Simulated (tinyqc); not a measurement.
Worked calculation: geometry optimisation on the UHF/sto-3g surface (energies and gradients from PySCF), for LiH+, spin multiplicity 2. One step of it, computed by the program tinyqc.

Task: Step 2: move. Quasi-Newton step p = -H^(-1) g (the inverse Hessian comes from BFGS updates; coordinates in the order x, y, z of each atom); steps longer than 0.3 bohr are cut back.

positions after step 1 (bohr):
```
,x,y,z
1Li,0.000000,0.000000,-0.057541
2H,0.000000,0.000000,2.997955
```

gradient (hartree/bohr):
```
,x,y,z
1Li,0.00000000,0.00000000,0.02651496
2H,0.00000000,0.00000000,-0.02651496
```

inverse Hessian in use (bohr^2/hartree), lower triangle:
```
,1,2,3,4,5,6
1,1.666667
2,0.000000,1.666667
3,0.000000,0.000000,4.425246
4,0.000000,0.000000,0.000000,1.666667
5,0.000000,0.000000,0.000000,0.000000,1.666667
6,0.000000,0.000000,-2.758579,0.000000,0.000000,4.425246
```

Give: positions after step 2.

Result:

positions after step 2 (bohr):
```
,x,y,z
1Li,0.0000,0.0000,-0.2480
2H,0.0000,0.0000,3.1884
```
